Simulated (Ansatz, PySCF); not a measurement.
Molecule: CCl$_{4}$, net charge 0, singlet state. 
Structure (B3LYP-D3(BJ)/def2-TZVP (Ansatz, a first-principles code) minimum search):
```
C
Cl 1 1.7795
Cl 1 1.7795 2 109.47
Cl 1 1.7795 2 109.47 3 -120.00
Cl 1 1.7795 2 109.47 4 -120.00
```

PBE beside other levels, property by property. Correlated levels leave the core frozen unless marked. Open shells are spin-unrestricted. No spin-orbit coupling. Non-relativistic. Basis-set limits of correlation are two-point, X^-3; Hartree-Fock from the larger set. The bracket is a focal-point correction in the basis named. Rows marked 298 K are enthalpies with B3LYP-D3(BJ) harmonic zero-point and thermal terms. Enthalpies of formation rest on the atoms' values in the G2/97 table (older ones for B and Si), with no core term in the frozen-core levels. Frequencies are from Ansatz or PySCF. The coupled-cluster column (Ansatz) is a level with limits of its own: (a) RI-MP2/CBS(aug-cc-pV(T+d)Z,aug-cc-pV(Q+d)Z)+[CCSD(T)-MP2]/aug-cc-pV(T+d)Z; (b) RI-MP2/CBS(cc-pV(T+d)Z,cc-pV(Q+d)Z)+[CCSD(T)-MP2]/cc-pV(T+d)Z.

| property | B2PLYP/def2-TZVPD (Ansatz) | CCSD(T)/aug-cc-pV(D+d)Z (Ansatz) | CCSD(T)/cc-pV(D+d)Z (Ansatz) | coupled cluster | measured |
|---|---|---|---|---|---|
| enthalpy of formation at 298 K by atomisation (kcal/mol) | -13.5 | 4.7 | 15.0 | -24.9 (a) | -23.3 |
| C-Cl bond dissociation enthalpy, 298 K, to Cl[C](Cl)Cl + Cl atom (kcal/mol) | 63.5 | 66.4 | 60.8 | 69.9 (b) | - |

Measured values: Active Thermochemical Tables 1.112 (ions: stationary electron), as tabulated in the package chemicals; they hold spin-orbit effects, which all levels lack, and core correlation, which the frozen-core levels lack.

Question: What does PBE/def2-TZVPD (Ansatz) give for each property, and on which side of the measured value, or else of coupled cluster, does it fall?

Answer: 
- enthalpy of formation at 298 K by atomisation: PBE lies 20.9 kcal/mol below the measured value; PBE gives -44.2 kcal/mol.
- C-Cl bond dissociation enthalpy, 298 K, to Cl[C](Cl)Cl + Cl atom: PBE lies 3.2 kcal/mol below coupled cluster; PBE gives 66.7 kcal/mol.
